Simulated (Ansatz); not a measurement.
# Al2H2: the cost of one run

Computed with Ansatz 0.2.0, Gaussian basis. Level: def2-QZVPP, core rule «outside noble gas», up to 10 orbitals frozen.

Plan: UHF; ROHF; CCSD(T) on UHF.

2 further runs of the same task are left out: 2 set aside as unsound or not needed.

## Step 1: The system

The geometry is a PBE0/def2-TZVP stationary point (not a proven minimum) of the parent state, kept for this charge and spin.

4 atoms, charge 0, spin multiplicity 3.

Atoms are counted from 1 here; the program's logs count them from 0.

Bond lengths: Al1–Al2 2.634 Å, Al1–H3 1.617 Å, Al1–H4 1.823 Å, Al2–H4 1.894 Å. Angles: Al2–Al1–H3 148.7°, Al2–Al1–H4 46.0°, H3–Al1–H4 102.7°, Al1–Al2–H4 43.8°, Al1–H4–Al2 90.2°.

## Step 2: UHF

Input file in.yaml:

```yaml
crystal:
  periodic: [false, false, false]
  atoms:
    - {symbol: Al, position_ang: [0.000000, 0.092491, 1.264725]}
    - {symbol: Al, position_ang: [0.000000, -0.019298, -1.366900]}
    - {symbol: H, position_ang: [0.000000, -0.688202, 2.680370]}
    - {symbol: H, position_ang: [0.000000, -1.271083, 0.054761]}
basis:
  gaussian: {orbitals: "def2-QZVPP.json"}
magnetization: {spin_polarized: true, initial_magnetization: 2}
hamiltonian: {xc: hf}
output: {orbitals: {seedname: orbitals}}
```

Run with:

```bash
ansatz run in.yaml --threads 1 --pin off --events-out ev --progress --plain --max-ram 4096MiB --backend cpu
```

Q: Estimate wall time and peak memory on 1 thread of AMD EPYC 7R13, shared host.

About 16 s, with a peak of 0.52 GiB.
